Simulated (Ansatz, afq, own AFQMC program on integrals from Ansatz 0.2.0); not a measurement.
# Where AFQMC and coupled cluster stand for C, triplet

A free C atom.

Basis def2-TZVPP. Noble-gas cores (and the filled d shells of Ga–Kr and In–Xe) are frozen. Integrals, coupled cluster, full CI and functionals: Ansatz 0.2.0; the random walks run on the same integrals in our own AFQMC program. ph-AFQMC/CISD is guided by a CISD state made of CCSD amplitudes; releasing the constraint for a short imaginary time cuts its bias at the price of noise, slowly where states lie close. Free projection: walkers drawn from exp(T), propagated without any constraint. Its projection time is finite, and what remains of the start isn't in its error. ± is one standard error of the sampling.

Determinant: UHF, the one that the program's search chose, which needn't be the lowest solution.

Full CI on the same integrals is exact in this basis and with this determinant's frozen core.

Cautions: the released energies have errors that jump between times, so the bars are unsure, so no released level is given (meV from the phaseless value at times in 1/Eh: -1.0 ± 0.8 at 0.24, -15 ± 13 at 0.50, -4.5 ± 0.5 at 1.00, -2.5 ± 1.1 at 1.50); the ph-AFQMC/HF walk drifts between its halves (2.1 errors).

* T1 diagnostic: 0.0089
* weight of the determinant in the CISD state: 0.949
* ⟨S²⟩ of the determinant: 2.010
* size of the correlated space: 4 electrons in 30 orbitals

Reference: full CI, correlation energy -2.424 eV.

```
        level  E − E(reference) (kcal/mol)  share of correlation (%)
           HF                        55.89                      0.00
          MP2                        14.41                     74.22
         CCSD                         1.60                     97.14
      CCSD(T)                         0.33                     99.42
        CCSDT                         0.03                     99.95
     CCSDT(Q)                         0.00                     99.99
  ph-AFQMC/HF                  3.20 ± 0.21                     94.27
ph-AFQMC/CISD                  0.12 ± 0.04                     99.78
   free AFQMC                  0.02 ± 0.02                     99.96
```

CCSDT and higher add their correlation energy to the determinant of the CCSD(T) run, since their own runs factorise the integrals more tightly (a shift of under 2 meV). Free projections are given only where their last times agree within the noise and don't stop above the reference; a slow remainder of the start can still hide under it. A walk keeps the symmetry of its determinant, which the program's search chose and which needn't be the lowest solution, so a lower state of the same spin and another symmetry isn't excluded.
